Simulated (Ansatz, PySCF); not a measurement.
C3H4, SMILES C=C=C.

Geometry optimised at PBE0-D3(BJ)/def2-TZVP.

Vertical ionisation energy (IE) and electron affinity (EA) in eV. Rows of orbital energies are one-electron estimates. Where ΔSCF, EOM or ADC give a negative EA the extra electron is unbound and the value depends on the basis.

| level | IE | EA |
|---|---|---|
| −ε(HOMO), −ε(LUMO), B3LYP/def2-TZVPD (PySCF) | 7.51 | 0.00 |
| −ε(HOMO), −ε(LUMO), PBE/def2-TZVPD (PySCF) | (withheld) | (withheld) |
| ADC(2)/aug-cc-pVDZ (PySCF) | 9.70 | -0.76 |
| ΔSCF, CAM-B3LYP/def2-TZVPD (Ansatz), final states of multiplicity 2 and 2 | 10.12 | -1.45 |
| ΔSCF, PBE/def2-TZVPD (Ansatz), final states of multiplicity 2 and 2 | 10.03 | -1.24 |

Problem. What belongs in the gaps? (An estimate is asked for; the answer gives what the named calculation found.)

Solution. 
- −ε(HOMO), −ε(LUMO), PBE/def2-TZVPD (PySCF), IE: 6.56
- −ε(HOMO), −ε(LUMO), PBE/def2-TZVPD (PySCF), EA: 0.75

Problem. What vertical singlet–triplet gap does ΔSCF give with CAM-B3LYP/def2-TZVPD (Ansatz, a first-principles code) and with PBE/def2-TZVPD (Ansatz)? (An estimate is asked for; the answer gives what the named calculation found.)

Solution. 4.76 and 4.79 eV (triplet above singlet where positive).

Computed lowest 1s main lines (those of the lightest heavy element) from CVS-ADC(2)-x/aug-cc-pVDZ (PySCF, non-relativistic), with pole strengths:
291.9 eV (1.49), 291.9 eV (1.49), 292.3 eV (1.44).

Problem. Beyond the first one, list the lowest photoelectron lines from PySCF with ADC(2)/aug-cc-pVDZ with their pole strengths (two spins summed). (The exact figures need the calculation; the answer reports its results.)

Solution. 14.79 eV (1.73), 14.79 eV (1.73), 14.92 eV (1.74), 17.12 eV (1.72).
